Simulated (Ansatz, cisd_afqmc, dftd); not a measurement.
Reaction: C3H5N (SMILES CCC#N) → C2H5 (SMILES [CH2]C, doublet) + CN (SMILES [C]#N, doublet) (the C-C bond breaks)
Each species at its own B3LYP-D3(BJ)/def2-TZVP minimum (Ansatz, an electronic-structure program).

Wanted: bond dissociation energy (electronic), in kcal/mol. Radicals and triplets start from unrestricted determinants; spin-orbit coupling is neglected. Correlated methods leave the cores frozen. Rows without X2C or -DK are non-relativistic. AFQMC is phaseless with a CISD trial state; ± is one standard error, without the phaseless bias. Outlying blocks are dropped, and bars are widened where a walk drifts. Over all cases where full CI ran beside it in this data, AFQMC minus full CI had a median of +0.1 mEh and passed +0.4 mEh in a tenth of the cases. CBS(X,Y): correlation extrapolated as X^-3, Hartree-Fock from the larger set. A bracket is a step between two methods taken in the basis named. Functionals run without relativity, which enters their misses. Double hybrids freeze cores in their MP2 part. 'core' is core correlation in cc-pwCVTZ, 'X2C' scalar relativity in cc-pVTZ-DK, both at CCSD(T). The UHF reference of CN ([C]#N, doublet) is spin-contaminated (<S^2> up to 0.37 over the pure value in the sets run).

```
level                                                                                   program  bond dissociation energy (kcal/mol)  difference against the last row
--------------------------------------------------------------------------  -------------------  -----------------------------------  -------------------------------
HF/cc-pVQZ                                                                               Ansatz                                 99.5                            -26.3
PBE-D3(BJ)/def2-TZVPD                                                            Ansatz + dftd3                                125.5                             -0.3
CAM-B3LYP-D3(BJ)/def2-TZVPD                                                      Ansatz + dftd3                                129.0                              3.2
B2GP-PLYP-D3(BJ)/def2-TZVPD                                                      Ansatz + dftd3                                129.1                              3.3
CCSDT(Q)/cc-pVDZ                                                                         Ansatz                                118.5                             -7.3
AFQMC/CISD/cc-pVTZ                                                                   cisd_afqmc                          123.4 ± 0.4                             -2.4
CCSD(T)/CBS(cc-pVTZ,cc-pVQZ) + [AFQMC/CISD - CCSD(T)]/cc-pVTZ + core + X2C  Ansatz + cisd_afqmc                          126.3 ± 0.4                              0.5
CCSD(T)/CBS(cc-pVTZ,cc-pVQZ) + [CCSDT(Q) - CCSD(T)]/cc-pVDZ + core + X2C                 Ansatz                                125.8                              0.0
```
